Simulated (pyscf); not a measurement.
Thermochemistry of product channels of Al–Cl [singlet] + methyl (CH₃•) on the doublet surface, in kJ/mol, from CCSD(T)/def2-TZVPP + ΔMP2(QZVPP) energies (ideal gas, 1 atm, RRHO with modes under 100 cm⁻¹ raised to 100, one conformer, R ln 2 for rigid chiral ones). Structures and frequencies: ωB97X-D3(BJ)/def2-SVP in PySCF. MP2 and CC: frozen core, UHF for open shells. ΔMP2 is the change of the MP2 total energy from the triple- to the quadruple-zeta basis.

| products | ΔE | ΔH(298 K) | ΔG(298 K) | ΔG(1200 K) |
|---|---|---|---|---|
| H₃C–Al [singlet] + Cl atom (Cl•) | +200.1 | +205.7 | +212.9 | +233.3 |
| AlH [singlet] + •H₂C–Cl | +279.4 | +269.1 | +265.0 | +250.9 |
| [HAl–Cl]• + methylene (CH₂) [triplet] | +327.3 | +310.6 | +301.6 | +271.7 |
| [H₃C–Al–Cl]• | -152.1 | -141.3 | -106.3 | -1.9 |
| •H₂C–AlH–Cl | -81.7 | -84.3 | -48.3 | +53.7 |

The channel to •H₂C–AlH–Cl turns unfavourable between 298 and 1200 K (ΔG from -48.3 kJ/mol to +53.7 kJ/mol).

These are energies of the channels, which say nothing of barriers. The CCSD(T) − MP2 part came from Ansatz, without density fitting, on the same reference. Left out: orbital degeneracy and the spin-orbit lowering of Cl.
